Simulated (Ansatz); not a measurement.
**C₃H₅ClO₂: one species, many methods**

The task here is to estimate one member of a computed series from the others.

Computed with Ansatz 0.2.0, Gaussian basis. Level: functionals in def2-TZVPP, the program's frozen cores in correlated methods.

Plan: LDA (SPW92), PBE-D4, revPBE-D4, BLYP-D4, r2SCAN-D4, B97M-V, PBE0-D4, B3LYP-D4, r2SCANh-D4, r2SCAN0-D4, HSE06-D4, BHLYP-D4, CAM-B3LYP-D4, LC-ωPBE, ωB97X-V, ωB97M-V, B2PLYP, PBE-QIDH; CCSD(T)/def2-SVP; CCSD(T)/def2-TZVPP; MP2/def2-QZVPP; extrapolation to the limit; RPA on PBE.

## The relaxed structure

All runs share one geometry, relaxed beforehand with PBE0-D4 in a triple-zeta def2 set.

11 atoms, charge 0, spin multiplicity 1.

Atoms are counted from 1 here; the program's logs count them from 0.

Bond lengths: C1–C2 1.487 Å, C1–H7 1.094 Å, C1–H8 1.094 Å, C1–H9 1.094 Å, C2–Cl3 1.729 Å, C2–C4 1.336 Å, C4–O5 1.336 Å, C4–O6 1.354 Å, O5–H10 0.963 Å, O6–H11 0.961 Å. Angles: C2–C1–H7 111.1°, C2–C1–H8 112.9°, C2–C1–H9 111.1°, H7–C1–H8 107.0°, H7–C1–H9 107.5°, H8–C1–H9 107.0°, C1–C2–Cl3 115.2°, C1–C2–C4 126.2°, Cl3–C2–C4 118.6°, C2–C4–O5 123.5°, C2–C4–O6 125.4°, O5–C4–O6 111.1°, C4–O5–H10 107.8°, C4–O6–H11 109.8°.

Set-up of the first run:

The input, in.yaml:

```yaml
crystal:
  periodic: [false, false, false]
  atoms:
    - {symbol: C, position_ang: [-0.522074, -1.078450, 0.935327]}
    - {symbol: C, position_ang: [0.511020, -0.148077, 0.406737]}
    - {symbol: Cl, position_ang: [2.036870, -0.202908, 1.218342]}
    - {symbol: C, position_ang: [0.360419, 0.699666, -0.614797]}
    - {symbol: O, position_ang: [1.330420, 1.509355, -1.050205]}
    - {symbol: O, position_ang: [-0.770818, 0.857955, -1.341843]}
    - {symbol: H, position_ang: [-0.185826, -2.117386, 0.870014]}
    - {symbol: H, position_ang: [-1.470099, -1.015118, 0.392194]}
    - {symbol: H, position_ang: [-0.740555, -0.868719, 1.986518]}
    - {symbol: H, position_ang: [0.973824, 2.030337, -1.777406]}
    - {symbol: H, position_ang: [-1.457881, 0.276447, -1.004482]}
basis:
  gaussian: {orbitals: def2-TZVPP}
hamiltonian: {xc: lda}
output: {orbitals: {seedname: orbitals}}
```

Among the steps run: LDA; PBE-D4 (GGA); revPBE-D4 (GGA); BLYP-D4 (GGA); r2SCAN-D4 (meta-GGA); B97M-V (meta-GGA); PBE0-D4 (hybrid); B3LYP-D4 (hybrid); r2SCANh-D4 (hybrid); r2SCAN0-D4 (hybrid); HSE06-D4 (hybrid); BHLYP-D4 (hybrid); CAM-B3LYP-D4 (range-separated); LC-ωPBE (range-separated); ωB97X-V (range-separated); ωB97M-V (range-separated); B2PLYP (double hybrid); PBE-QIDH (double hybrid).

One of the session's tables, all rows but one given; the rest of the session is left out.

It belongs to the step «Orbital energies across the functionals». 

| functional | HOMO (eV) | LUMO (eV) | gap (eV) |
| --- | --- | --- | --- |
| LDA (SPW92) | -4.92 | -0.61 | 4.31 |
| PBE-D4 | -4.74 | -0.40 | 4.34 |
| revPBE-D4 | -4.68 | -0.30 | 4.37 |
| BLYP-D4 | -4.63 | -0.43 | 4.20 |
| r2SCAN-D4 | -4.95 | 0.27 | 5.21 |
| B97M-V | -5.01 | -0.16 | 4.85 |
| PBE0-D4 | -5.95 | 0.48 | 6.43 |
| B3LYP-D4 | -5.76 | 0.11 | 5.87 |
| r2SCANh-D4 | -5.40 | 0.54 | 5.94 |
| r2SCAN0-D4 | -6.09 | 0.92 | 7.00 |
| HSE06-D4 | ? | ? | ? |
| BHLYP-D4 | -7.06 | 1.14 | 8.20 |
| CAM-B3LYP-D4 | -7.29 | 1.27 | 8.56 |
| LC-ωPBE | -8.59 | 2.65 | 11.24 |
| ωB97X-V | -8.24 | 2.43 | 10.67 |
| ωB97M-V | -8.13 | 2.01 | 10.14 |

**Question.** Estimate the row for HSE06-D4.

**Answer.** HOMO (eV): -5.55; LUMO (eV): 0.11; gap (eV): 5.66. In the column «HOMO (eV)» it lies between B3LYP-D4 (-5.76) and r2SCANh-D4 (-5.40).
